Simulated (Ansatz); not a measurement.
How close CCSD(T) comes to the exact answer in a basis

Each species is computed at the geometry given (Å), with frozen cores, in Ansatz 0.2.0: RHF-CCSD(T) for singlets, UHF-CCSD(T) otherwise, and full CI in the same basis. The program picks the determinant by trial CCSD, so it needn't be the lowest Hartree–Fock solution. States: HAlC Σ⁻ or Δ, NO Π, CH2⁺ Πu. Cases whose determinant has another symmetry than full CI's state, or whose (Q) step broke down, weren't drawn.

Problem. Judging by size, spin and bonding, rank them by the size of CCSD(T)'s error in total energy against full CI in the same basis, smallest first (an estimate).
A. HAlC, triplet, 6-31G: Al 0.000 0.000 0.671; C 0.000 0.000 -2.943; H 0.000 0.000 2.272
B. CH2⁺, doublet, cc-pVTZ: C 0.000 0.000 0.000; H 0.000 0.000 -1.633; H 0.000 0.000 1.633
C. NO, quartet, 6-31G: N 0.000 0.000 0.000; O 0.000 0.000 1.265

Solution. A (14.1 meV), C (21.3 meV), B (31.0 meV).

| species | basis | correlated electrons | CCSD(T) − full CI (meV) | CCSDT(Q) − full CI (meV) | unpaired electrons (full CI) | T1 | ⟨S²⟩ of the determinant |
| --- | --- | --- | --- | --- | --- | --- | --- |
| HAlC, triplet | 6-31G | 8 | 14.1 | 0.2 | 2.08 | 0.013 | 2.00 |
| NO, quartet | 6-31G | 11 | 21.3 | -0.7 | 3.02 | 0.019 | 3.77 |
| CH2⁺, doublet | cc-pVTZ | 5 | 31.0 | -0.3 | 1.11 | 0.031 | 0.81 |

Unpaired electrons are Σ n²(2−n)² over natural occupations; an open shell counts its own unpaired electrons too. Frozen cores follow each run's orbitals, which moves totals by a few meV.
